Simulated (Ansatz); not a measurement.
**WS2: from supercell energies to defect levels (S vacancy)**

Level of theory: Ansatz 0.2.0, DFT r2SCAN, scalar-relativistic, plane waves, PAW. Run with 500 eV cutoff, 2×2×2 k-mesh, Gaussian smearing of 0.01 eV, collinear spin in charge -1 alone.

Host crystal, relaxed:

```xyz
6
Lattice="3.1816 0.0000 0.0000 -1.5908 2.7554 0.0000 0.0000 0.0000 13.0674" Properties=species:S:1:pos:R:3 pbc="T T T"
W     0.0000    1.8369    3.2668
W     1.5908    0.9185    9.8005
S     0.0000    1.8369    8.2410
S     1.5908    0.9185    1.7074
S     0.0000    1.8369   11.3600
S     1.5908    0.9185    4.8263
```

The S vacancy was set at (0.333, 0.667, 0.631) of the host cell, in a supercell of 42 sites (802 Å³), relaxed at fixed cell in each charge q, from a start with the atoms near it displaced at random. The host's Kohn–Sham gap is 1.37 eV and its static dielectric constant 10.0 (mean). For each charge: the supercell's free energy over the neutral one with q electrons exchanged at the valence band top, F(q) − F(0) + qE_v; the image-charge term; and the term that aligns the potential far from the defect with the host's.

With moments and this functional the run may sit in a state above the lowest one. Spin-orbit coupling is left out, which matters for the bands and energies of heavy elements.

```
 q F(q) − F(0) + qE_v (eV) image charge (eV) alignment (eV)
 0                    0.000              0.000          -0.001
-1                    0.722              0.121           0.522
```

**Question.** Add the terms and find the levels between neighbouring charges, ε(q/q′) = [A(q′) − A(q)]/(q − q′), with and without the two corrections.

**Answer.** A(q): -0.001 eV for 0, 1.366 eV for -1.
```tsv
level	corrected (eV over E_v)	uncorrected (eV)
(0/-1)	1.37	0.72
```

As a check, a point charge in a simple cubic cell of this volume has q²αe²/(2εL) = 0.220 q² eV (e² = 14.40 eV Å, α = 2.837, L = 9.29 Å); the shape of the real cell and the anisotropy of ε can change it somewhat. The term grows as q², so it pushes donor levels down and acceptor levels up. The program doubts the alignment for q = -1, so levels beside it are uncertain by about that term.

**Question.** Which of these charges is lowest with the Fermi level at the valence band top, at mid-gap and at the conduction band bottom?

**Answer.** The line A(q) + qE_F that lies lowest gives the charge: 0 at E_F = 0.00 eV, 0 at E_F = 0.68 eV, -1 at E_F = 1.37 eV. Charges beyond those computed could lie lower near the band edges.

**Question.** The neutral defect forms at 3.13 eV with atoms taken from and returned to the elements. What are the formation energies at those three Fermi levels, and what share of sites would hold the defect at 1200 K with E_F at mid-gap, if the host still stood at that temperature?

**Answer.** E_f = E_f(0) + A(q) + qE_F = 3.13, 3.13, 3.13 eV. In the dilute limit the share is exp(−E_f/k_BT) = exp(−3.128/0.1034) = 7.3×10⁻¹⁴, leaving out degeneracy and vibrational entropy. This is the S-rich limit; a poorer supply of S lowers E_f, in a binary host by up to its heat of formation per S atom. The small cell and the narrow Kohn–Sham gap leave errors of tenths of an eV or more, which change the share by orders of magnitude.

Cost: 3 runs of about 50 core-minutes in all, on Intel Xeon 6975P-C (Granite Rapids) (shared hosts).